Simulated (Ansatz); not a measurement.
Basis-set extrapolation for Cl₂+, SMILES `Cl[Cl+]` radical (PBE0-D4/def2-TZVP geometry, frozen core, Ansatz 0.2.0). Multiplicity 2, UHF reference.

|  | def2-TZVPP | def2-QZVPP |
| --- | --- | --- |
| HF | -918.584625 | -918.612084 |
| MP2 correlation | -0.360234 | -0.395666 |
| CCSD(T) correlation | -0.412307 | -0.447623 |

Energies in hartree. Use E(X) = E(∞) + A·exp(−7.88·√X) for Hartree–Fock and E(X) = E(∞) + B·X^(−2.97) for correlation, with X = 3 and 4.

**Question.** What is the CCSD(T) energy at the basis-set limit?

**Answer.** HF limit: -918.612084 + (-0.027459) × 0.13774 = -918.61587. Correlation limit: -0.447623 + (-0.035316) × 0.74074 = -0.47378. Total: -919.08965 hartree, 243.4 kJ/mol below CCSD(T)/def2-TZVPP.
